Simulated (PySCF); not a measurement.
Coordinates in bohr (charge 0 multiplicity 2):
```
Al    0.0000    0.0000   -0.9164
F     2.7039    0.0000    0.6487
F    -2.7039    0.0000    0.6487
```

Level of theory: UB3LYP in PySCF with Al def2-TZVP, F def2-TZVP; no relativity; density-fitted integrals.

This geometry of AlF2 is a stationary point at this level.

**Question.** What is the point group?

**Answer.** C2v.

**Question.** Is it a minimum?

**Answer.** Yes: all harmonic wavenumbers are real.

**Question.** List the harmonic modes with their infrared intensities.

**Answer.** 
| symmetry | ω (cm⁻¹) | IR (km/mol) |
| --- | --- | --- |
| a1 | 226 | 34.3 |
| a1 | 743 | 68.2 |
| b2 | 889 | 149 |

In C2v the vibrations span 2a1 + b2. Here b1 is antisymmetric to the molecular plane and b2 lies in it.

Only a few start shapes were tried, so a lower isomer may exist.
